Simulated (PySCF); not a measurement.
# Which determinant of AlN⁺ lies lowest?

Unrestricted PBE0; basis Al def2-TZVP, N def2-TZVP; no relativity; PySCF 2.14. Outer shells of the fragments: Al+ 3s2; N 2s2 2p3.

Followed along the bond (rough minima from three points):

```
2Ms+1   unpaired  ⟨S²⟩ at the start  R at minimum (Å)  Te (eV)
    4  σ ↑, π ↑↑               3.77              2.06     0.00
    2  σ ↓, π ↑↑               1.77              1.93     0.47
    2  σ ↑, π ↑↓               1.77              1.96     0.80
    2        π ↑               1.26  none in the scan   ≤ 1.23
```

Solutions found at the starting distance of 1.950 Å, counted from the lowest of them; the search is not exhaustive and high or unbound solutions are not listed, so other states can lie among these:

```tsv
2Ms+1	unpaired	term	E (eV)	⟨S²⟩	⟨Lz²⟩	μ (D)
4	σ ↑, π ↑↑	⁴Σ⁻	0.00	3.77	0.00	-2.80
2	σ ↓, π ↑↑	mixed	0.46	1.77	0.00	-3.50
2	σ ↑, π ↑↓	mixed	0.78	1.77	2.01	-3.21
2	π ↑	mixed	1.52	1.26	1.01	-5.00
2	σ ↑	mixed	2.48	0.76	2.00	-3.34
4	σ ↑↑, π ↑	⁴Π	2.60	3.76	1.02	-4.67
2	π ↑	²Π	3.76	0.75	1.00	0.96
4	π ↑↑↑	⁴Π	4.31	3.82	1.00	-3.22
```

A term symbol is given only where ⟨S²⟩ and ⟨Lz²⟩ are close to those of a pure state; real π, δ and φ orbitals otherwise mix terms. A positive dipole points towards N; it is taken about the centre of mass and depends on that origin.

Counting both spins, an empty level lies below a filled one in some of these solutions, because spin and occupation are held.
